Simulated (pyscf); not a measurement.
Single points on ωB97X-D3(BJ)/def2-SVP structures (PySCF, gas phase).

**Question.** For `[CH3][Ga]([F])[F]` + `[FH]` → `[CH4]` + `[F][Ga]([F])[F]`, a four-centre exchange (singlet surface; C–Ga, F–H broken, C–H, F–Ga formed), PBE/def2-TZVP gives ΔE‡ = 9.0 kcal/mol and ΔE = -14.5 kcal/mol (zero: the separated reactants). In which direction and how far do B3LYP-D3(BJ)/def2-TZVP, M06-2X/def2-TZVP, ωB97M-D3(BJ)/def2-TZVP move these?

**Answer.** B3LYP-D3(BJ): ΔE‡ = 13.0 kcal/mol, ΔE = -15.4 kcal/mol; M06-2X: ΔE‡ = 9.3 kcal/mol, ΔE = -16.2 kcal/mol; ωB97M-D3(BJ): ΔE‡ = 12.6 kcal/mol, ΔE = -15.0 kcal/mol. PBE's barrier lies under all of them, by 0.3 to 4.0 kcal/mol. Its reaction energy lies over all of them, by 0.5 to 1.7 kcal/mol. On the reactant side the descent ends in an adduct with a F–Ga contact (not fully relaxed), 13.0 kcal/mol under the separated species and 24.8 kcal/mol under the saddle at ωB97X-D3(BJ)/def2-TZVP. On the product side the descent ends in a complex, 6.9 kcal/mol under the separated species and 33.4 kcal/mol under the saddle at ωB97X-D3(BJ)/def2-TZVP. What is counted as formed (F–Ga) is already present as a longer contact in the reactant adduct; forming that adduct is a step of its own. This is the saddle that the search found; another between the same sides may lie lower. Elements up to Kr have no core potential and no relativistic terms here.
